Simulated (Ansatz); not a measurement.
# CH₃NO₂: vertical ionisation energy

The task here is to estimate one member of a computed series from the others.

Computed with Ansatz 0.2.0, Gaussian basis. Level: unrestricted cation, the program's frozen cores in correlated methods.

Levels to be run: UKS PBE-D4/def2-TZVPP; UKS r2SCAN-D4/def2-TZVPP; UKS PBE0-D4/def2-TZVPP; UKS B3LYP-D4/def2-TZVPP; UKS wB97X-V/def2-TZVPP; UKS wB97M-V/def2-TZVPP; UKS B2PLYP/def2-TZVPP; UHF-CCSD(T)/def2-TZVPP; UHF-MP2/def2-QZVPP; extrapolation to the limit; then −ε(HOMO) from the neutral's earlier runs with LDA (SPW92), PBE-D4, revPBE-D4, BLYP-D4, r2SCAN-D4, B97M-V, PBE0-D4, B3LYP-D4, r2SCANh-D4, r2SCAN0-D4, HSE06-D4, BHLYP-D4, CAM-B3LYP-D4, LC-ωPBE, ωB97X-V, ωB97M-V.

## The relaxed structure

The geometry comes from an earlier relaxation with PBE0-D4 in a triple-zeta def2 set; it is a stationary point, not always the lowest conformer.

SMILES `N=C(O)O`, 7 atoms, charge 0, spin multiplicity 1.

Atoms are counted from 1 here; the program's logs count them from 0.

Bond lengths: N1–C2 1.264 Å, N1–H5 1.013 Å, C2–O3 1.331 Å, C2–O4 1.340 Å, O3–H6 0.965 Å, O4–H7 0.961 Å. Angles: C2–N1–H5 113.5°, N1–C2–O3 121.7°, N1–C2–O4 130.2°, O3–C2–O4 108.1°, C2–O3–H6 105.8°, C2–O4–H7 108.8°.

The first run:

in.yaml

```yaml
crystal:
  periodic: [false, false, false]
  atoms:
    - {symbol: N, position_ang: [-0.656781, 0.744881, 0.517174]}
    - {symbol: C, position_ang: [0.149377, -0.107749, 0.047670]}
    - {symbol: O, position_ang: [1.114730, -0.642163, 0.792031]}
    - {symbol: O, position_ang: [0.231505, -0.634764, -1.182003]}
    - {symbol: H, position_ang: [-1.340427, 1.068785, -0.156640]}
    - {symbol: H, position_ang: [1.024887, -0.241413, 1.664927]}
    - {symbol: H, position_ang: [-0.461992, -0.255576, -1.728760]}
basis:
  gaussian: {orbitals: def2-TZVPP}
total_charge: 1
magnetization: {spin_polarized: true, initial_magnetization: 1}
hamiltonian: {xc: pbe, dispersion: d4}
```

The run is started by

```
> ansatz run in.yaml --threads 2 --pin off --events-out ev --progress --plain --max-ram 4352MiB
```

Steps of the session up to this table: Cation, UKS PBE-D4/def2-TZVPP; Cation, UKS r2SCAN-D4/def2-TZVPP; Cation, UKS PBE0-D4/def2-TZVPP; Cation, UKS B3LYP-D4/def2-TZVPP; Cation, UKS wB97X-V/def2-TZVPP; Cation, UKS wB97M-V/def2-TZVPP; Cation, UKS B2PLYP (frozen core)/def2-TZVPP; Cation, UHF-CCSD(T)/def2-TZVPP; Cation, UHF-MP2/def2-QZVPP.

One table of the session follows, with a row left open; its other results are not shown here.

For comparison, −ε(HOMO) of the neutral from earlier runs:

```
  functional  −ε(HOMO) (eV)
 LDA (SPW92)           6.67
      PBE-D4           6.45
   revPBE-D4           6.36
     BLYP-D4           6.34
   r2SCAN-D4           6.74
      B97M-V           6.75
     PBE0-D4           7.88
    B3LYP-D4           7.65
  r2SCANh-D4              ?
  r2SCAN0-D4           8.09
    HSE06-D4           7.47
    BHLYP-D4           9.21
CAM-B3LYP-D4           9.33
     LC-ωPBE          10.71
     ωB97X-V          10.31
     ωB97M-V          10.22
```

Q: Estimate the row for r2SCANh-D4 from the others.

Worked estimate for «−ε(HOMO) (eV)». Against the share of exact exchange, r2SCAN-D4 (0, 6.74), r2SCAN0-D4 (0.25, 8.09) give a slope of 5.40 per unit share; at 0.1 the line stands at 7.28.

The run gave: −ε(HOMO) (eV): 7.28. In «−ε(HOMO) (eV)» the line misses by 0.00.
